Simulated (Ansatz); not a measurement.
Ideal-gas functions of `C=C=C=C` at 500 K and 1 bar, from an Ansatz frequency run at PBE0-D4/def2-TZVP.

Molar mass 52.08 g/mol, point group D2h (symmetry number 4), electronic degeneracy 1, moments of inertia 3.47, 125.527, 128.997 u Å². Harmonic wavenumbers (cm⁻¹, unscaled): 226, 230, 368, 579, 780, 893, 897, 913, 1016, 1035, 1403, 1460, 1702, 2225, 3140, 3143, 3221, 3222.

Use S(trans) = R[1.5 ln M + 2.5 ln T − 1.1517]; rotational temperatures θ = 24.2544 K / I; S(rot) = R[ln(√π/σ · √(T³/θAθBθC)) + 1.5]; for each mode x = 1.438777 ν̃/T, S = R[x/(eˣ − 1) − ln(1 − e⁻ˣ)] and H = RT x/(eˣ − 1); 1 cm⁻¹ = 0.0119627 kJ/mol; R = 8.31446 J/(mol·K).

Q: By hand: the entropy, in J/(mol·K).

A: Translation 168.9. Rotation: θ = 6.9897, 0.1932, 0.188 K, giving 88.9. Vibration, mode by mode: 12.04, 11.90, 8.22, 4.97, 3.14, 2.43, 2.41, 2.33, 1.84, 1.76, 0.75, 0.66, 0.37, 0.10, 0.01, 0.01, 0.01, 0.01, in all 52.9. Electronic 0.0. Sum 310.7 J/(mol·K).

Q: By hand: H − E and G − E in kJ/mol, counted from the electronic energy.

A: Zero-point energy ½ × 26453 × 0.0119627 = 158.2; thermal vibration 15.7; translation, rotation and pV give 4 RT = 16.6. H − E = 190.5 kJ/mol, and G − E = 190.5 − 500 × 310.7/1000 = 35.2 kJ/mol.

Vibration gives 17 % of the entropy.
